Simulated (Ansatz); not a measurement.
# BH3OS: up Jacob's ladder to CCSD(T)

Aim: compute BH3OS with functionals from several rungs and with coupled cluster, and see how far each lands from CCSD(T) at the basis-set limit for the atomisation energy.

The runs use Ansatz 0.2.0, Gaussian basis; functionals in def2-TZVPP, the program's frozen cores in correlated methods.

Levels to be run: LDA (SPW92), PBE-D4, revPBE-D4, BLYP-D4, r2SCAN-D4, B97M-V, PBE0-D4, B3LYP-D4, r2SCANh-D4, r2SCAN0-D4, HSE06-D4, BHLYP-D4, CAM-B3LYP-D4, LC-ωPBE, ωB97X-V, ωB97M-V, B2PLYP, PBE-QIDH; CCSD(T)/def2-SVP; CCSD(T)/def2-TZVPP; MP2/def2-QZVPP; extrapolation to the limit; RPA on PBE.

## 1. Structure used throughout

An earlier PBE0-D4 in a triple-zeta def2 set relaxation fixed the geometry.

SMILES `OBS`, 6 atoms, charge 0, spin multiplicity 1.

Atoms are counted from 1 here; the program's logs count them from 0.

Bond lengths: O1–B2 1.351 Å, O1–H4 0.961 Å, B2–S3 1.813 Å, B2–H5 1.193 Å, S3–H6 1.340 Å. Angles: B2–O1–H4 115.3°, O1–B2–S3 121.4°, O1–B2–H5 118.0°, S3–B2–H5 120.6°, B2–S3–H6 96.0°.

## 2. LDA

This LDA is Slater exchange with PW92 correlation.

File in.yaml:

```yaml
crystal:
  periodic: [false, false, false]
  atoms:
    - {symbol: O, position_ang: [-1.104433, -0.090357, -1.001808]}
    - {symbol: B, position_ang: [0.054637, 0.169675, -0.358106]}
    - {symbol: S, position_ang: [0.336897, -0.392492, 1.342095]}
    - {symbol: H, position_ang: [-1.753104, -0.587079, -0.495385]}
    - {symbol: H, position_ang: [0.894345, 0.783624, -0.941867]}
    - {symbol: H, position_ang: [1.571657, 0.116628, 1.455072]}
basis:
  gaussian: {orbitals: def2-TZVPP}
hamiltonian: {xc: lda}
output: {orbitals: {seedname: orbitals}}
```

Further steps of the session: PBE-D4 (GGA); revPBE-D4 (GGA); BLYP-D4 (GGA); r2SCAN-D4 (meta-GGA); B97M-V (meta-GGA); PBE0-D4 (hybrid); B3LYP-D4 (hybrid); r2SCANh-D4 (hybrid); r2SCAN0-D4 (hybrid); HSE06-D4 (hybrid); BHLYP-D4 (hybrid); CAM-B3LYP-D4 (range-separated); LC-ωPBE-D4 (range-separated); ωB97X-V (range-separated); ωB97M-V (range-separated); B2PLYP (double hybrid); PBE-QIDH (double hybrid); CCSD(T) in def2-SVP; CCSD(T) in def2-TZVPP; MP2 in def2-QZVPP; RPA on PBE orbitals.

Before running them: what should the planned runs give, taken together? Wanted: atomisation energy, CCSD(T)/CBS; farthest beyond LDA; mean size of error, GGA; mean size of error, meta-GGA; mean size of error, hybrid; mean size of error, range-separated; mean size of error, double hybrid; gap, smallest and largest; T1 diagnostic.

The runs gave:

| quantity | value |
| --- | --- |
| atomisation energy, CCSD(T)/CBS | 522.0 kcal/mol |
| functionals within 2.6 kcal/mol (0.5 %) | BLYP-D4, PBE0-D4, B3LYP-D4, r2SCANh-D4, HSE06-D4, CAM-B3LYP-D4, ωB97X-V |
| farthest beyond LDA | BHLYP-D4 (-16.4 kcal/mol) |
| mean size of error, GGA | 4.9 kcal/mol |
| mean size of error, meta-GGA | 5.1 kcal/mol |
| mean size of error, hybrid | 4.0 kcal/mol |
| mean size of error, range-separated | 3.0 kcal/mol |
| mean size of error, double hybrid | 3.7 kcal/mol |
| gap, smallest and largest | 5.53 eV (LDA (SPW92)), 12.85 eV (LC-ωPBE) |
| T1 diagnostic | 0.0134 |
| triples share of the correlation energy | 3.9 % |

In words: LDA overbinds by 79.3 kcal/mol (15 %). PBE-D4 is off by +11.4 kcal/mol. Double hybrids carry the basis error of their MP2 part in triple zeta, and no dispersion term here, so their miss is partly the set-up's. Taken by rung, range-separated functionals do best (3.0 kcal/mol on average) and meta-GGA ones worst beyond LDA (5.1 kcal/mol). The gap between the best rungs is small, so their order is not settled. Misses under about 2.6 kcal/mol are within the doubt on the reference itself, which lacks core-valence correlation, relativity and higher excitations. Hartree-Fock recovers 73 % of the binding; the rest is correlation. CCSD(T) in def2-SVP is off by -28.7 kcal/mol, which most functionals beat. Orbital gaps span 5.5 to 12.9 eV; exact exchange widens them.
